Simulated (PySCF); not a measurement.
Reproducing measurements on CFCl3

**Measured values to compare with.**

From NIST CCCBDB Release 22 (SRD 101), experimental dipoles, for the gas: dipole moment (microwave Stark effect, vibrational ground state) 0.46 ± 0.02 D.

The runs below try to reproduce these values; the comparison stands at the end.

CFCl3.
Numbering: `[F:1][C:2]([Cl:3])([Cl:4])[Cl:5]`

Cartesian coordinates in Å at the GFN2-xTB level; atoms count from 1:
```xyz
5
CCl3F angstrom
F      0.060   -0.141    1.396
C      0.005   -0.006    0.067
Cl    -0.458    1.661   -0.313
Cl     1.603   -0.371   -0.604
Cl    -1.201   -1.140   -0.563
```

The PySCF runs (gas phase, on this GFN2-xTB geometry; no spin–orbit coupling):

| level | job | basis functions |
| --- | --- | --- |
| B3LYP/def2-TZVPP | shieldings | 188 |
| B97-D/def2-TZVPP | shieldings | 188 |
| BLYP/def2-TZVPP | shieldings | 188 |
| BP86/def2-TZVPP | shieldings | 188 |
| HF/def2-TZVPP | shieldings | 188 |
| KT2/def2-TZVPP | shieldings | 188 |
| KT3/def2-TZVPP | shieldings | 188 |
| LDA/def2-TZVPP | shieldings | 188 |
| OPBE/def2-TZVPP | shieldings | 188 |
| PBE/def2-TZVPP | shieldings | 188 |
| PW91/def2-SVPD | shieldings | 124 |
| X3LYP/def2-SVPD | shieldings | 124 |

## Comparison

**Dipole moment.** Measured: 0.46 D (NIST CCCBDB Release 22 (SRD 101), experimental dipoles).

```csv
level,computed (D),computed − measured (D),% (from the printed values)
B3LYP/def2-TZVPP,0.39,-0.07,-15
B97-D/def2-TZVPP,0.28,-0.18,-39
BLYP/def2-TZVPP,0.32,-0.14,-30
BP86/def2-TZVPP,0.28,-0.18,-39
HF/def2-TZVPP,0.51,+0.05,+11
KT2/def2-TZVPP,0.31,-0.15,-33
KT3/def2-TZVPP,0.30,-0.16,-35
LDA/def2-TZVPP,0.33,-0.13,-28
OPBE/def2-TZVPP,0.22,-0.24,-52
PBE/def2-TZVPP,0.28,-0.18,-39
PW91/def2-SVPD,0.32,-0.14,-30
X3LYP/def2-SVPD,0.42,-0.04,-9
```

Closest is X3LYP/def2-SVPD (-0.04 D), furthest OPBE/def2-TZVPP (-0.24 D); one molecule doesn't rank methods. The computed dipoles belong to one fixed geometry; measured ones are averaged over vibrations unless marked μe. Magnitudes are compared, not signs.

No measured geometry was used, and the causes of the misses weren't examined.
